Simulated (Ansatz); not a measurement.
# Worked example: a bond strength in BH2O (SMILES B[O])

BH2O has 4 atoms, charge 0, and is taken as a doublet. SMILES: `B[O]`. Geometry: optimised at r2SCAN/def2-SVP.

```xyz
4

B     0.0109   -0.0141   -0.0070
O     1.0331   -0.3433    0.6822
H    -1.0644   -0.5869    0.1465
H     0.0758    0.8840   -0.8418
```

Wanted: the dissociation energy of the O2–B1 bond into triplet O and doublet BH2 (shapes relaxed at r2SCAN/def2-SVP, no zero-point term). 1 Eh = 2625.50 kJ/mol = 27.2114 eV. Totals in Eh; open shells run unrestricted unless said.

| level | program | BH2O | triplet O | doublet BH2 |
| --- | --- | --- | --- | --- |
| USVWN5/def2-TZVPP | Ansatz | -100.444008 | -74.525567 | -25.609032 |
| UBLYP/def2-TZVPP | Ansatz | -101.268372 | -75.085143 | -25.920593 |
| U-wB97M-V/def2-TZVPP | Ansatz | -101.240739 | -75.077171 | -25.910636 |

**Question.** Work out the dissociation energy at each level.

**Answer.** 
1. USVWN5/def2-TZVPP: (-74.525567) + (-25.609032) − (-100.444008) = 0.309409 Eh = 812.4 kJ/mol = 8.42 eV.
2. UBLYP/def2-TZVPP: (-75.085143) + (-25.920593) − (-101.268372) = 0.262636 Eh = 689.6 kJ/mol = 7.15 eV.
3. U-wB97M-V/def2-TZVPP: (-75.077171) + (-25.910636) − (-101.240739) = 0.252932 Eh = 664.1 kJ/mol = 6.88 eV.

The levels span 664 to 812 kJ/mol; no measured value is set beside them. A bond enthalpy at 298 K also holds the loss of zero-point energy and thermal terms.
